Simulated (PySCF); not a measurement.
# C4H6O (SMILES C#COCC) at 5 levels

Wanted: a comparison of 5 runs (HF/3-21G, HF/def2-SVP, PBE0/def2-SVP, SVWN5/6-31G**, MP2/6-31+G*) of C4H6O. The job is set up through a Python script.

The calculation is run with PySCF 2.14.0.

## 1. Starting point

The species is C4H6O (11 atoms), meant as a singlet with charge 0. SMILES: `C#COCC`. The shape is that of a PBE0-D4/def2-TZVP optimisation. This is one conformer, not always the lowest.

Bond lengths: C1–C2 1.200 Å, C2–O3 1.290 Å, O3–C4 1.447 Å, C4–C5 1.505 Å, C1–H6 1.062 Å, C4–H7 1.090 Å, C4–H8 1.094 Å, C5–H9 1.092 Å, C5–H10 1.091 Å, C5–H11 1.092 Å. Some angles: C1–C2–O3 178.5°, C2–O3–C4 115.1°, O3–C4–C5 111.8°, C2–C1–H6 179.0°, O3–C4–H7 104.0°, O3–C4–H8 108.0°, C5–C4–H7 112.0°, C5–C4–H8 111.8°, C4–C5–H9 110.8°, C4–C5–H10 110.9°.

## 2. Energy and forces at HF/3-21G (run 1)

Contents of input.py:

```python
from pyscf import gto, scf

mol = gto.M(
    atom='''
C       -0.520800       1.630800       1.875600
C        0.121300       0.725900       1.417600
O        0.832700      -0.243400       0.950000
C        0.205600      -1.012700      -0.102300
C        0.069700      -0.216100      -1.372300
H       -1.075600       2.434200       2.293800
H        0.864600      -1.871400      -0.228500
H       -0.764500      -1.360200       0.264300
H       -0.559000       0.662100      -1.213400
H        1.046400       0.111600      -1.732500
H       -0.395000      -0.833800      -2.144300
''',
    charge=0,
    max_memory=1860,
    spin=0,
    basis='3-21g',
    verbose=4,
)

mf = scf.RHF(mol)
mf.conv_tol = 1e-10
mf.kernel()
if not mf.converged:
    mf = mf.newton().run(mf.mo_coeff, mf.mo_occ)

energy = mf.e_tot
print(f'total energy: {energy:.8f} hartree')
grad = mf.nuc_grad_method().kernel()
mf.analyze()
```

Started as:

```sh
$ OMP_NUM_THREADS=1 python input.py
```

Standard output:

```text
PySCF version 2.14.0

[... 85 lines left out ...]
One-electron Energy =                 -628.832528280951010
[... 13 lines left out ...]
MO #9   energy= -0.88614589778492  occ= 2
[... 11 lines left out ...]
MO #21  energy= 0.259984682051253  occ= 0
[... 11 lines left out ...]
MO #33  energy= 0.908147145728442  occ= 0
[... 11 lines left out ...]
MO #45  energy= 1.32572663560393   occ= 0
[... 11 lines left out ...]
MO #57  energy= 4.00761339685672   occ= 0
[... 71 lines left out ...]
Dipole moment(X, Y, Z, Debye): -1.25267, -1.01542, -1.92210
```

Run time: 2 s. Hardware: 1 thread of Intel Xeon at 2.70GHz, shared host; peak memory 0.13 GiB.

## 3. Energy and gradient at HF/def2-SVP (run 2)

Contents of geometry.xyz:

```xyz
11
C4H6O
C     -0.520800     1.630800     1.875600
C      0.121300     0.725900     1.417600
O      0.832700    -0.243400     0.950000
C      0.205600    -1.012700    -0.102300
C      0.069700    -0.216100    -1.372300
H     -1.075600     2.434200     2.293800
H      0.864600    -1.871400    -0.228500
H     -0.764500    -1.360200     0.264300
H     -0.559000     0.662100    -1.213400
H      1.046400     0.111600    -1.732500
H     -0.395000    -0.833800    -2.144300
```

Contents of run.py:

```python
# C#COCC
import pyscf.grad
from pyscf import gto

mol = gto.Mole()
mol.atom = 'geometry.xyz'
mol.verbose = 4
mol.charge = 0
mol.spin = 0
mol.max_memory = 1860
mol.basis = 'def2-svp'
mol.build()

mf = mol.RHF()
mf.conv_tol = 1e-10
mf.kernel()
if not mf.converged:
    mf = mf.newton().run(mf.mo_coeff, mf.mo_occ)

etot = mf.e_tot
print('E = %.10f Eh' % etot)
grad = mf.Gradients().kernel()
dip = mf.dip_moment()
pop, q = mf.mulliken_pop()
```

Started as:

```sh
$ OMP_NUM_THREADS=1 python run.py
```

Standard output:

```text
PySCF version 2.14.0

[... 69 lines left out ...]
converged SCF energy = -229.560416829262
[... 12 lines left out ...]
Dipole moment(X, Y, Z, Debye): -0.99091, -1.06030, -1.83248
[... 112 lines left out ...]
charge of   10H =      0.04391
```

Run time: 18 s. Hardware: 1 thread of Intel Xeon at 2.70GHz, shared host; peak memory 0.21 GiB.

Runs 3 to 4 aren't shown in full; the table further down has their settings and results.

## 4. Energy and forces at MP2/6-31+G(d) (spherical functions) (run 5)

Contents of calc.py:

```python
import pyscf.grad
from pyscf import gto, scf, mp

mol = gto.M(
    atom='''
C       -0.520800       1.630800       1.875600
C        0.121300       0.725900       1.417600
O        0.832700      -0.243400       0.950000
C        0.205600      -1.012700      -0.102300
C        0.069700      -0.216100      -1.372300
H       -1.075600       2.434200       2.293800
H        0.864600      -1.871400      -0.228500
H       -0.764500      -1.360200       0.264300
H       -0.559000       0.662100      -1.213400
H        1.046400       0.111600      -1.732500
H       -0.395000      -0.833800      -2.144300
''',
    verbose=4,
    basis='6-31+g*',
    spin=0,
    max_memory=1860,
)

calc0 = scf.RHF(mol)
calc0.conv_tol = 1e-10
calc0.kernel()
if not calc0.converged:
    calc0 = calc0.newton().run(calc0.mo_coeff, calc0.mo_occ)

pt = mp.MP2(calc0, frozen=5).run()
etot = pt.e_tot
print('Final energy', etot)
grad = pt.Gradients().kernel()
dip = calc0.dip_moment()
pop, q = calc0.mulliken_pop()
```

Started as:

```sh
$ OMP_NUM_THREADS=1 python calc.py
```

Standard output:

```text
PySCF version 2.14.0

[... 69 lines left out ...]
converged SCF energy = -229.7353624235
[... 8 lines left out ...]
Final energy -230.41740505200687
[... 8 lines left out ...]
Dipole moment(X, Y, Z, Debye): -0.98546, -1.06400, -1.85504
[... 114 lines left out ...]
charge of   10H =      0.20488
```

It took 26 s on 1 thread of Intel Xeon at 2.70GHz, shared host; peak memory 0.77 GiB.

## 5. The series

```
run                                level  integration grid  frozen core orbitals  energy (Eh)  dipole moment (D) of the reference  HOMO energy (eV)  LUMO energy (eV)  wall time
  1                             HF/3-21G                 –                     –  -228.462925                                2.51             -9.73              6.51        2 s
  2                          HF/def2-SVP                 –                     –  -229.560417                                2.34             -9.90              4.73       18 s
  3                        PBE0/def2-SVP                 5                     –  -230.717834                                2.24             -6.85              1.68       47 s
  4  SVWN5/6-31G** (spherical functions)                 5                     –  -229.153508                                2.13             -5.37              0.77       25 s
  5    MP2/6-31+G* (spherical functions)                 –                     5  -230.417405                                2.35             -9.88              2.12       26 s
```

## 6. Outcome

| quantity | value |
| --- | --- |
| run 5: total energy | -230.41741 Eh |
| run 5: dipole moment (Hartree–Fock density) | 2.35 D |
| run 5: HOMO energy (Hartree–Fock orbitals) | -9.88 eV |
| run 5: LUMO energy (Hartree–Fock orbitals) | 2.12 eV |
| run 5: HOMO–LUMO gap (Hartree–Fock orbitals) | 11.99 eV |
| run 5: correlation energy (5 core orbitals frozen) | -682.0 mEh |
| run 5: largest force on an atom | 2.194 eV/Å |

What this shows: Over runs 1, 2, 3, 4 the dipole moment (its size) runs from 2.13 D (SVWN5/6-31G**) to 2.51 D (HF/3-21G). The two ends differ in method and basis. Over runs 1, 2, 3, 4 the HOMO–LUMO gap runs from 6.15 eV (SVWN5/6-31G**) to 16.24 eV (HF/3-21G). Totals of different functionals can't be ranked against each other. All runs together took 2 min, the longest 47 s.
